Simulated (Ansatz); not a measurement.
# C4H12N2: the cost of one run

Method: the settings change from run to run; program: Ansatz 0.2.0, Gaussian basis.

## Step 1: The molecule

The structure was relaxed beforehand with PBE0-D4 in a triple-zeta def2 set.

SMILES `CC(C)(C)NN`, 18 atoms, charge 0, spin multiplicity 1.

Atoms are counted from 1 here; the program's logs count them from 0.

Bond lengths: C1–C2 1.529 Å, C1–H7 1.095 Å, C1–H8 1.092 Å, C1–H9 1.093 Å, C2–C3 1.521 Å, C2–C4 1.521 Å, C2–N5 1.468 Å, C3–H10 1.092 Å, C3–H11 1.092 Å, C3–H12 1.095 Å, C4–H13 1.092 Å, C4–H14 1.091 Å, C4–H15 1.093 Å, N5–N6 1.410 Å, N5–H16 1.016 Å, N6–H17 1.010 Å, N6–H18 1.015 Å. Angles: C2–C1–H7 110.8°, C2–C1–H8 110.6°, C2–C1–H9 111.1°, H7–C1–H8 108.6°, H7–C1–H9 107.7°, H8–C1–H9 107.8°, C1–C2–C3 110.0°, C1–C2–C4 110.0°, C1–C2–N5 112.2°, C3–C2–C4 110.2°, C3–C2–N5 105.9°, C4–C2–N5 108.4°, C2–C3–H10 110.4°, C2–C3–H11 110.6°, C2–C3–H12 111.2°, H10–C3–H11 108.6°, H10–C3–H12 108.3°, H11–C3–H12 107.6° and more.

## Step 2: B97/def2-mTZVP

Options: atoms shaken by 0.03 Å, a grid of angular degree 23.

in.yaml

```yaml
crystal:
  periodic: [false, false, false]
  atoms:
    - {symbol: C, position_ang: [-0.495291, -1.397024, 0.039337]}
    - {symbol: C, position_ang: [0.312500, -0.126444, -0.120848]}
    - {symbol: C, position_ang: [1.735321, -0.266603, 0.193741]}
    - {symbol: C, position_ang: [0.005052, 0.575838, -1.462110]}
    - {symbol: N, position_ang: [-0.238843, 0.923223, 0.885244]}
    - {symbol: N, position_ang: [-1.638262, 1.115391, 0.847374]}
    - {symbol: H, position_ang: [-0.362486, -1.847001, 0.949632]}
    - {symbol: H, position_ang: [-1.559760, -1.313163, -0.224635]}
    - {symbol: H, position_ang: [-0.070206, -2.056752, -0.791302]}
    - {symbol: H, position_ang: [2.279889, 0.750725, 0.175902]}
    - {symbol: H, position_ang: [2.178967, -0.951856, -0.563120]}
    - {symbol: H, position_ang: [1.925817, -0.666418, 1.168917]}
    - {symbol: H, position_ang: [0.610822, 1.450879, -1.563926]}
    - {symbol: H, position_ang: [-0.981443, 0.762799, -1.636237]}
    - {symbol: H, position_ang: [0.362941, -0.117324, -2.237914]}
    - {symbol: H, position_ang: [0.030080, 0.536889, 1.775430]}
    - {symbol: H, position_ang: [-1.823784, 2.073619, 1.091099]}
    - {symbol: H, position_ang: [-2.175074, 0.517922, 1.407192]}
basis:
  gaussian: {orbitals: def2-mTZVP, final_grid: {core_spheres: 8, valence_spheres: 7, degree: 23}}
hamiltonian: {xc: {name: B97}}
```

On the command line:

```bash
ansatz run in.yaml --threads 2 --pin off --events-out ev --progress --plain --max-ram 22528MiB --backend cpu
```

What time and memory should one allow on 2 threads of AMD EPYC 7R13, shared host?

About 3.4 s, with a peak of 0.3 GiB.
